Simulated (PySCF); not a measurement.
1,2,5-thiadiazole, C₂H₂N₂S, SMILES c1cnsn1, point group C2v.

Force field and properties: PBE0/pcSseg-1 (PySCF, grid level 2). Vibrational terms come from second-order perturbation theory with semi-diagonal cubic constants, by steps of ±0.6 along the normal coordinates of each isotopologue. The parent has the commonest isotopes.

Equilibrium geometry (Å):

```csv
atom,x,y,z
C1,-0.5917,-0.5663,-0.0749
C2,-0.1921,0.7617,0.2418
N3,1.0899,0.9870,0.0761
S4,1.7579,-0.4203,-0.4567
N5,0.3907,-1.3372,-0.4780
H6,-1.6006,-0.9652,-0.0093
H7,-0.8408,1.5600,0.5928
```

Q: Give the equilibrium and ground-state rotational constants (MHz) of parent; ²H at 6; ³⁴S at 4; ²H at 6, ²H at 7; ¹⁵N at 3; ¹³C at 1.

A: 
```json
{"species": "parent", "Ae": "8533.8", "Be": "6295.7", "Ce": "3622.9", "A0": "8473.5", "B0": "6257.2", "C0": "3596.8", "Δ0 (u Å²)": "0.097", "harmonic ZPE (cm⁻¹)": "9637"}
{"species": "²H at 6", "Ae": "8324.7", "Be": "5948", "Ce": "3469.2", "A0": "8266.5", "B0": "5912.4", "C0": "3444.8", "Δ0 (u Å²)": "0.096", "harmonic ZPE (cm⁻¹)": "8921"}
{"species": "³⁴S at 4", "Ae": "8533.8", "Be": "6128.3", "Ce": "3566.9", "A0": "8473.8", "B0": "6091.1", "C0": "3541.3", "Δ0 (u Å²)": "0.097", "harmonic ZPE (cm⁻¹)": "9625"}
{"species": "²H at 6, ²H at 7", "Ae": "8034.4", "Be": "5685.1", "Ce": "3329.3", "A0": "7979.1", "B0": "5651.7", "C0": "3306.3", "Δ0 (u Å²)": "0.095", "harmonic ZPE (cm⁻¹)": "8206"}
{"species": "¹⁵N at 3", "Ae": "8319.2", "Be": "6295.6", "Ce": "3583.7", "A0": "8261", "B0": "6257.4", "C0": "3558", "Δ0 (u Å²)": "0.097", "harmonic ZPE (cm⁻¹)": "9607"}
{"species": "¹³C at 1", "Ae": "8466.8", "Be": "6180.2", "Ce": "3572.5", "A0": "8407.4", "B0": "6142.6", "C0": "3546.9", "Δ0 (u Å²)": "0.097", "harmonic ZPE (cm⁻¹)": "9589"}
```

Δ0 = Ic − Ia − Ib from the ground-state constants.

Q: How is the parent's vibrational correction B0 − Be made up?

A: 
```tsv
axis	harmonic	Coriolis	cubic	total (MHz)
a	11.7	-1.89	-70	-60.3
b	7.36	-1.7	-44.2	-38.5
c	1.43	-0.266	-27.3	-26.1
```

Q: And its quartic centrifugal distortion constants from the harmonic force field?

A: Asymmetric top, A reduction, IIIr representation: ΔJ = 2.62 kHz, ΔJK = -4.78 kHz, ΔK = 2.43 kHz, δJ = 0.451 kHz, δK = -1.45 kHz.

Q: Which nuclear quadrupole couplings χaa, χbb, χcc (MHz) does the parent show, at equilibrium and averaged?

A: 14N at 3: 1.1, -3.4, 2.3 and 1.1, -3.4, 2.3; 14N at 5: 1.1, -3.4, 2.3 and 1.1, -3.4, 2.3.
